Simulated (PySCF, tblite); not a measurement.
# fluorine (F2): infrared bands, NMR shifts and spin-spin couplings

Wanted: the infrared bands, NMR shifts and spin-spin couplings of fluorine (F2) (`FF`), by calculation.

Programs: tblite 0.8.0 and PySCF 2.14.0, with density-fitted response routines of our own. Each step states its level of theory. These are calculated values for one molecule in the gas phase, unless marked as measured. Atoms count from 0, in the outputs and in this text.

### 1 The starting structure

2 atoms, charge 0, multiplicity 1; geometry from: GFN2-xTB.

Bonds of the start (Å): F0–F1 1.40.

### 2 Harmonic vibrations with GFN2-xTB

What the job is given:

```
{"job": {"kind": "ir", "xc": "GFN2-xTB", "basis": "xTB"}, "charge": 0, "multiplicity": 1}
F      0.703071    -0.002836    -0.002908
F     -0.700314     0.004104    -0.011240
```

**Question.** This job is followed by: GIAO PBE0/pcSseg-1 NMR shielding, non-relativistic, gas phase; B3LYP/pcJ-1 indirect spin-spin coupling, non-relativistic, gas phase. What will the session give for the following? highest mode; zero-point energy (GFN2-xTB); ¹⁹F shifts against CFCl3 (PBE0/pcSseg-1, means over atoms taken as alike); largest coupling of the table (B3LYP/pcJ-1).

As calculated:

| quantity | value |
| --- | --- |
| highest mode | 703 cm⁻¹, infrared intensity under 0.5 km/mol |
| zero-point energy (GFN2-xTB) | 1.0 kcal/mol |
| ¹⁹F shifts against CFCl3 (PBE0/pcSseg-1, means over atoms taken as alike) | 391.0 ppm |
| largest coupling of the table (B3LYP/pcJ-1) | ¹J(F,F) F0–F1, 15351.6 Hz |

In words: The one mode is real. GFN2-xTB is a fitted tight-binding method: band positions and strengths are rough. Its intensities can rank the bands wrongly. In the run at B3LYP/pcJ-1, the largest coupling of the table is F0–F1, 15351.6 Hz, of which the Fermi-contact term gives 184.4 Hz. Density functionals describe couplings to fluorine poorly, F–F couplings above all, so those rows are rough.
